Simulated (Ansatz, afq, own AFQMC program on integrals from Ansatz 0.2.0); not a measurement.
SiO⁺, doublet in 6-31G, levels against full CI

```xyz
2

Si    0.0000    0.0000    0.0000
O     0.0000    0.0000    1.5088
```

Basis 6-31G. Noble-gas cores (and the filled d shells of Ga–Kr and In–Xe) are frozen. Ansatz 0.2.0 and our own AFQMC program on the same integrals; the CISD trial comes from CCSD amplitudes, and released means the phaseless constraint is let go. Uncertainties: one standard error, sampling alone.

Determinant: UHF, the one that the program's search chose, which needn't be the lowest solution. The geometry is a PBE0/def2-TZVP stationary point of this or a neighbouring charge and spin state.

Full CI on the same integrals is exact in this basis and with this determinant's frozen core.

Cautions: an unrestricted solution with more broken spin lies lower (109 meV, ⟨S²⟩ 0.88); strong correlation (T1 0.091, weight of the determinant 0.76, largest double 0.12); the released energies have errors that jump between times, so the bars are unsure, so no released level is given (meV from the phaseless value at times in 1/Eh: -11 ± 4 at 0.24, -1335 ± 1311 at 0.51, -23 ± 6 at 0.99, -36 ± 3 at 1.62, -37 ± 4 at 2.40).

The T1 diagnostic is 0.0914. The weight of the determinant in the CISD state is 0.758. The ⟨S²⟩ of the determinant is 0.793 and the size of the correlated space is 9 electrons in 16 orbitals.

```csv
level,correlation energy (eV)
MP2,-3.9839
CCSD,-4.7895
CCSD(T),-4.9729
```

Task: Estimate where full CI lies against CCSD(T) on the same integrals.

Result: 3.31 mEh below CCSD(T).

Reference: full CI, correlation energy -5.063 eV. The cautions show a poor starting determinant, so the rows tell how each method copes with it here, and full CI is the sure value.

```tsv
level	E − E(reference) (mEh)	share of correlation (%)
CCSD(T)	3.31	98.22
CCSDT	1.04	99.44
CCSDT(Q)	-0.94	100.50
CCSDTQ	-0.04	100.02
ph-AFQMC/CISD	2.49 ± 0.18	98.66
```

CCSDT and higher add their correlation energy to the determinant of the CCSD(T) run, since their own runs factorise the integrals more tightly (a shift of under 2 meV). A walk keeps the symmetry of its determinant, which the program's search chose and which needn't be the lowest solution, so a lower state of the same spin and another symmetry isn't excluded.
